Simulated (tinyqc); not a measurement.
Inside a calculation (part 2 of 2). Method: RKS/BLYP in the sto-6g basis, for H2F+, spin multiplicity 1. Computed by tinyqc, a small Python program that keeps every step (integrals from PySCF). Command: `OMP_NUM_THREADS=1 python tinyqc.py 24560 24561 out.jsonl` (the two numbers bound the seeds that draw the settings). One thread of a shared host (Intel(R) Xeon(R) Processor @ 2.60GHz), about 0.8 s of CPU time with the checks.

Geometry (angstrom):
```
atom         x          y         z
F     0.000000   0.000000  0.000000
H     0.000000   0.829000  0.580000
H     0.000000  -0.829000  0.580000
```

## Iteration 2: diagonalisation and new density

extrapolated F (hartree), lower triangle:
```
             1F 1s      1F 2s     1F 2px     1F 2py     1F 2pz      2H 1s      3H 1s
1F 1s   -24.118652
1F 2s    -5.911968  -2.481790
1F 2px   -0.000075   0.005315  -0.250270
1F 2py    0.000838   0.002880   0.001280  -0.375852
1F 2pz   -0.013414  -0.169512   0.000732   0.006325  -0.310583
2H 1s    -1.035150  -0.832503   0.001507  -0.319591  -0.271704  -0.796810
3H 1s    -1.035247  -0.833962   0.001271   0.322394  -0.273684  -0.309081  -0.801554
```

X, lower triangle:
```
            1F 1s      1F 2s    1F 2px     1F 2py     1F 2pz      2H 1s     3H 1s
1F 1s    1.022558
1F 2s   -0.133098   1.154947
1F 2px   0.000000   0.000000  1.000000
1F 2py   0.000000   0.000000  0.000000   1.068393
1F 2pz  -0.005733   0.060408  0.000000   0.000000   1.027266
2H 1s    0.016700  -0.217650  0.000000  -0.170765  -0.098588   1.124539
3H 1s    0.016700  -0.217650  0.000000   0.170765  -0.098588  -0.078979  1.124539
```

D after iteration 1, lower triangle:
```
            1F 1s      1F 2s     1F 2px     1F 2py     1F 2pz      2H 1s     3H 1s
1F 1s    2.020849
1F 2s   -0.431274   2.288771
1F 2px  -0.146001   0.141508   1.780871
1F 2py   0.019383   0.044036   0.062474   1.838227
1F 2pz   0.027979   0.020835   0.038690   0.210328   1.851456
2H 1s   -0.043433  -0.205293  -0.128800  -0.137553  -0.100131   0.462739
3H 1s   -0.009190  -0.207459  -0.060860   0.094303   0.001255  -0.092266  0.477230
```

overlap S, lower triangle:
```
           1F 1s     1F 2s    1F 2px     1F 2py    1F 2pz     2H 1s     3H 1s
1F 1s   1.000000
1F 2s   0.232479  1.000000
1F 2px  0.000000  0.000000  1.000000
1F 2py  0.000000  0.000000  0.000000   1.000000
1F 2pz  0.000000  0.000000  0.000000   0.000000  1.000000
2H 1s   0.040709  0.390934  0.000000   0.257479  0.180142  1.000000
3H 1s   0.040709  0.390934  0.000000  -0.257479  0.180142  0.203742  1.000000
```

Diagonalise F' = X^T F X, C = X C', fill 5 alpha and 5 beta electrons from the bottom; D = 2 C_occ C_occ^T; the new density keeps 0.2 of the old one (damping). Each column has its largest component positive (the first on a tie).

F' = X^T F X (hartree), lower triangle:
```
            1          2          3          4          5          6          7
1  -23.717733
2   -3.029165  -1.317514
3   -0.000741   0.005589  -0.250270
4    0.000522   0.003061   0.001328  -0.223351
5   -0.018031  -0.064508   0.000799   0.006545  -0.247950
6   -0.158366  -0.294949   0.000145  -0.262258  -0.171096  -0.529713
7   -0.158167  -0.294843   0.000299   0.262074  -0.170904  -0.064075  -0.534297
```

orbital energies (hartree): MO1 -24.123429, MO2 -1.207275, MO3 -0.736052, MO4 -0.449609, MO5 -0.250232, MO6 -0.099228, MO7 0.044996

coefficients C:
```
              MO1        MO2        MO3        MO4        MO5        MO6        MO7
1F 1s    0.996275  -0.206721   0.002273  -0.156217  -0.002401  -0.064903  -0.002659
1F 2s    0.016829   0.759537  -0.009496   0.819457   0.009842   0.448127   0.017793
1F 2px   0.000000  -0.005030   0.001513  -0.013019   0.999841   0.010241   0.004084
1F 2py  -0.000042  -0.004549  -0.430367  -0.001830  -0.003118  -0.037956   1.006526
1F 2pz   0.001899   0.169060   0.005709  -0.446868  -0.014563   0.921141   0.037084
2H 1s   -0.003551   0.228867  -0.589056  -0.524331   0.003043  -0.502476  -0.656173
3H 1s   -0.003572   0.234413   0.589910  -0.513592  -0.003216  -0.556938   0.616794
```

D after iteration 2, lower triangle:
```
            1F 1s      1F 2s     1F 2px     1F 2py    1F 2pz      2H 1s     3H 1s
1F 1s    2.099708
1F 2s   -0.515542   2.455955
1F 2px  -0.028119   0.020842   1.955980
1F 2py   0.004218   0.007367   0.006540   0.664045
1F 2pz   0.064476  -0.376549  -0.007598   0.038285  0.735924
2H 1s    0.038855  -0.441491  -0.013239   0.377961  0.411310   1.171448
3H 1s    0.045464  -0.439114  -0.007076  -0.387530  0.436324  -0.057727  1.162235
```

## Iteration 19 (converged): orbitals

converged F (hartree), lower triangle:
```
             1F 1s      1F 2s     1F 2px     1F 2py     1F 2pz      2H 1s      3H 1s
1F 1s   -24.986135
1F 2s    -6.095653  -2.922264
1F 2px    0.000000   0.000000  -0.691049
1F 2py    0.000000   0.000000   0.000000  -0.813489
1F 2pz   -0.019578  -0.149198   0.000000   0.000000  -0.753613
2H 1s    -1.067540  -0.934045   0.000000  -0.367445  -0.295667  -0.804068
3H 1s    -1.067540  -0.934045   0.000000   0.367445  -0.295667  -0.329142  -0.804068
```

Diagonalise F' = X^T F X, C = X C', fill 5 alpha and 5 beta electrons from the bottom; D = 2 C_occ C_occ^T. Each column has its largest component positive (the first on a tie).

F' = X^T F X (hartree), lower triangle:
```
            1          2          3          4          5          6          7
1  -24.583829
2   -3.059219  -1.766179
3    0.000000   0.000000  -0.691049
4    0.000000   0.000000   0.000000  -0.688113
5   -0.024596  -0.061524   0.000000   0.000000  -0.703234
6   -0.163942  -0.314450   0.000000  -0.247880  -0.158387  -0.502015
7   -0.163942  -0.314450   0.000000   0.247880  -0.158387  -0.068731  -0.502015
```

orbital energies (hartree): MO1 -24.990314, MO2 -1.560772, MO3 -0.933691, MO4 -0.767480, MO5 -0.691049, MO6 -0.305422, MO7 -0.187707

coefficients C:
```
              MO1        MO2        MO3        MO4       MO5        MO6        MO7
1F 1s    0.996558  -0.234816   0.000000   0.082209  0.000000   0.094375   0.000000
1F 2s    0.015592   0.927417   0.000000  -0.420257  0.000000  -0.642689   0.000000
1F 2px   0.000000   0.000000   0.000000   0.000000  1.000000   0.000000   0.000000
1F 2py   0.000000   0.000000   0.736477   0.000000  0.000000   0.000000   0.810794
1F 2pz   0.002057   0.168965   0.000000   0.843932  0.000000  -0.581053   0.000000
2H 1s   -0.003330   0.089963   0.348418   0.231226  0.000000   0.736477  -0.794981
3H 1s   -0.003330   0.089963  -0.348418   0.231226  0.000000   0.736477   0.794981
```

D after iteration 19, lower triangle:
```
            1F 1s      1F 2s    1F 2px     1F 2py    1F 2pz      2H 1s     3H 1s
1F 1s    2.110049
1F 2s   -0.473566   2.073921
1F 2px   0.000000   0.000000  2.000000
1F 2py   0.000000   0.000000  0.000000   1.084796
1F 2pz   0.063506  -0.395872  0.000000   0.000000  1.481550
2H 1s   -0.010868  -0.027585  0.000000   0.513204  0.420665   0.365930
3H 1s   -0.010868  -0.027585  0.000000  -0.513204  0.420665  -0.119651  0.365930
```

## Convergence

Stop when the energy changes by less than 1e-10 hartree and every element of the error matrix X^T (F D S - S D F) X is below 3e-06.

Course of the cycle:
```
iteration    E (hartree)     change  largest element of the error matrix
1           -88.59381801          -                             1.58e+01
2           -97.83933987  -9.25e+00                             2.89e+00
3           -99.05272745  -1.21e+00                             5.88e-01
4           -99.97025829  -9.18e-01                             1.23e-01
5          -100.10393107  -1.34e-01                             4.48e-02
6          -100.12976299  -2.58e-02                             1.44e-02
7          -100.13480594  -5.04e-03                             3.86e-03
8          -100.13579789  -9.92e-04                             7.64e-04
9          -100.13599472  -1.97e-04                             1.52e-04
10         -100.13603402  -3.93e-05                             3.04e-05
11         -100.13604188  -7.86e-06                             6.08e-06
12         -100.13604345  -1.57e-06                             1.22e-06
13         -100.13604377  -3.14e-07                             2.43e-07
14         -100.13604383  -6.29e-08                             4.87e-08
15         -100.13604384  -1.26e-08                             9.73e-09
16         -100.13604385  -2.51e-09                             1.95e-09
17         -100.13604385  -5.03e-10                             3.89e-10
18         -100.13604385  -1.01e-10                             7.78e-11
19         -100.13604385  -2.01e-11                             1.56e-11
```

PySCF RKS in the same basis, fine grid = -100.13518657 hartree

Converged in 19 iterations. The coarse grid moves the energy by -8.57e-04 hartree.

## Populations, bond orders and dipole

Mulliken: Z minus the diagonal of D S on the atom; Loewdin: the same with S^(1/2) D S^(1/2); Mayer order: 2 sum_s sum (D(s) S)_ij (D(s) S)_ji over the two atoms.

Charges (e):
```
atom  Mulliken   Loewdin
1F    0.076488  0.219439
2H    0.461756  0.390281
3H    0.461756  0.390281
```

Mayer bond orders:
```
pair     order
2-1   0.774084
3-1   0.774084
3-2   0.012697
```

dipole moment about the origin, x y z (debye): 0.000000  0.000000  2.919163
